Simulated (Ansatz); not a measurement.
This Ansatz (a quantum-chemistry and plane-wave program) input (PBE/6-311++G(2d,2p)) gives -375.35586 Eh with 135 basis functions. A basis named .json is the Basis Set Exchange file of that set (core-valence sets with the plain set on hydrogen).

Ansatz 0.2 input:
```yaml
crystal:
  periodic: [false, false, false]
  atoms:
    - {symbol: C, position_ang: [0.01091998, 0.21658882, 0.95978002]}
    - {symbol: C, position_ang: [-0.00015083, 0.23216616, -0.35161891]}
    - {symbol: F, position_ang: [0.00546660, -0.79615711, 1.78204925]}
    - {symbol: F, position_ang: [0.00746909, 1.34330003, -1.06320299]}
    - {symbol: F, position_ang: [-0.02011512, -0.84631291, -1.12428700]}
basis:
  gaussian:
    orbitals: 6-311++G_2d_2p_.json
hamiltonian:
  xc: {name: PBE}
magnetization: {spin_polarized: true, initial_magnetization: 1}
```

Change:
```diff
- orbitals: 6-311++G_2d_2p_.json
+ orbitals: 6-311++G_3df_3pd_.json
```

### Question
What does the run give now?

### Answer
-375.37060 Eh (PBE/6-311++G(3df,3pd), 195 functions), a change of -14.74 mEh.
